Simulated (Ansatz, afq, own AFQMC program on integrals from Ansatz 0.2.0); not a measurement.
**BGeH2, doublet → BGeH2⁺, triplet**

```xyz
4

Ge    0.0000    0.0000   -0.2204
B     0.0000    0.0000    1.6648
H     0.0000    1.3134   -0.9862
H     0.0000   -1.3134   -0.9862
```

Connectivity, by distances: GeH2–B.

E(triplet, charge +1) − E(doublet, charge +0) at this geometry, on ROHF and UHF determinants.

Basis cc-pVTZ. Noble-gas cores (and the filled d shells of Ga–Kr and In–Xe) are frozen. Integrals, coupled cluster, full CI and functionals: Ansatz 0.2.0; the random walks run on the same integrals in our own AFQMC program. ph-AFQMC/CISD is guided by a CISD state made of CCSD amplitudes; releasing the constraint for a short imaginary time cuts its bias at the price of noise, slowly where states lie close. Free projection: walkers drawn from exp(T), propagated without any constraint. Its projection time is finite, and what remains of the start isn't in its error. Uncertainties: one standard error, sampling alone. No spin–orbit coupling. The errors of all members are added in quadrature.

No full CI on the walks' own integrals is used here; CCSDT(Q) serves as the reference and is uncertain by about the last step of the cluster series. Each member takes its own surest rung, up to full CI.

Errors are counted within cc-pVTZ, not against nature.

Cautions: inner d shell frozen; no relativity below Rb; no spin-orbit coupling; BGeH₂ (doublet): a spin-contaminated unrestricted determinant lies lower (UHF 372 meV lower, ⟨S²⟩ 1.23), released walk and highest rung disagree (by 16 meV at 2.40 1/Eh), its ph-AFQMC/CISD value lies 38 ± 6 meV above CCSDT(Q); BGeH₂⁺ (triplet): lower spins were not checked, its ph-AFQMC/CISD value lies 27 ± 5 meV above CCSDT(Q); this needn't be the first ionization.

```tsv
level	vertical ionization energy (kcal/mol)
HF	148.8
MP2	178.5
```

(1) From these cheaper values, estimate the vertical ionization energy at the reference level in cc-pVTZ.

(1) 183.8 kcal/mol (CCSDT(Q) in cc-pVTZ).

```csv
level,vertical ionization energy (kcal/mol),error against CCSDT(Q) (kcal/mol)
CCSD,180.3,-3.5
CCSD(T),183.4,-0.4
CCSDT,183.5,-0.3
ph-AFQMC/HF,181.6 ± 0.9,-2.2 ± 0.9
ph-AFQMC/CISD,183.6 ± 0.2,-0.3 ± 0.2
released AFQMC,183.7 ± 0.1,-0.1 ± 0.1
free AFQMC,183.6 ± 0.3,-0.2 ± 0.3
```

Correlation beyond CCSD(T) adds 0.4 kcal/mol. The perturbative (T) step is worth +3.0 kcal/mol.

Free projections are given only where their last times agree within the noise and don't stop above the reference; a slow remainder of the start can still hide under it. A walk keeps the symmetry of its determinant, which the program's search chose and which needn't be the lowest solution, so a lower state of the same spin and another symmetry isn't excluded. Released energies are given only where the last usable release times agree within the noise; a slower fall can still hide under it.
